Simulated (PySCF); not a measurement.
Si(H)3(Me) (CH₆Si), SMILES C[SiH3]. Geometry optimised at B3LYP-D3(BJ)/def2-TZVP. The isomer is the one that the SMILES or the coordinates give; other isomers of the formula were not compared.

These are B3LYP-D3(BJ)/def2-TZVP (PySCF 2.14.0) values and carry that method's errors.

Harmonic wavenumbers (cm⁻¹): 199, 523, 523, 695, 889, 889, 950, 963, 963, 1295, 1464, 1464, 2220, 2220, 2220, 3035, 3107, 3107. Rotational constants (GHz): 56.31, 10.90, 10.90; symmetry number 3.

Work out the zero-point energy and the ideal-gas rigid-rotor harmonic-oscillator thermochemistry at 298.15 K and 1 atm.

ZPE = ½ Σ hcν = ½ × 26724 cm⁻¹ = 159.85 kJ/mol. H − E(el) = 173.33 kJ/mol. Entropy in J/(mol K): translation 156.53, rotation 80.41, vibration 18.18, total 255.12. G − E(el) = 97.27 kJ/mol. Cp = 65.56 J/(mol K).
